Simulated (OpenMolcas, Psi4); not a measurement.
# From OpenMolcas to Psi4

OpenMolcas 26.06 runs this on doublet BCl−:

geom.xyz:
```
2

B      0.000000     0.000000    -0.069660
Cl     0.000000     0.000000     1.648190
```

test.input:
```
>>> EXPORT MOLCAS_PRINT=2

&GATEWAY
  BasLib
  $CurrDir
  Coord
  geom.xyz
  Basis
  def2-TZVPPD
  Group
  NoSym

&SEWARD
  GridInput
  Grid=UltraFine
  End of Grid

&SCF
  UHF
  Charge
  -1
  Spin
  2
  KSDFT
  M062X
  Thresholds
  1e-10 1e-07 1e-07 1e-05
  PrOrbitals
  0
```

```bash
$ export MOLCAS_MEM=1860
$ pymolcas test.input > test.log
```

(Basis files named in the input come from the Basis Set Exchange and aren't shown.)

The shape is that of a PBE0-D4/def2-TZVP optimisation. That shape belongs to the parent species and isn't relaxed for this state.

The HOMO lies above zero, from self-interaction, a short basis or an unbound electron.

It gives a total energy of -484.968698 Eh.

Write the same calculation for Psi4 1.11 as a Python script, asking for the gradient.

This input was run:

bcl.py:
```python
import psi4

psi4.set_memory('2200 MB')
psi4.set_num_threads(1)
psi4.set_output_file('bcl.out', False)

geom = psi4.geometry("""
-1 2
B      0.00000000     0.00000000    -0.13163832
Cl     0.00000000     0.00000000     3.11462770
units bohr
symmetry c1
no_reorient
no_com
""")

psi4.set_options({
    'basis': 'def2-TZVPPD',
    'reference': 'uks',
    'puream': True,
    'e_convergence': 1e-09,
    'd_convergence': 1e-08,
    'scf_type': 'pk',
    'dft_radial_points': 99,
    'dft_spherical_points': 590,
    'maxiter': 100,
})

e, wfn = psi4.gradient("m06-2x", return_wfn=True)
psi4.oeprop(wfn, "LOWDIN_CHARGES", "MULLIKEN_CHARGES", "QUADRUPOLE", title="M06-2X")
print('gradient / Eh bohr^-1')
print(e.np.round(6))
print(f'energy = {wfn.energy():.10f} Eh')
```

```bash
$ python bcl.py
```

Its energy is -484.968696 Eh, 0.002 mEh from the first.
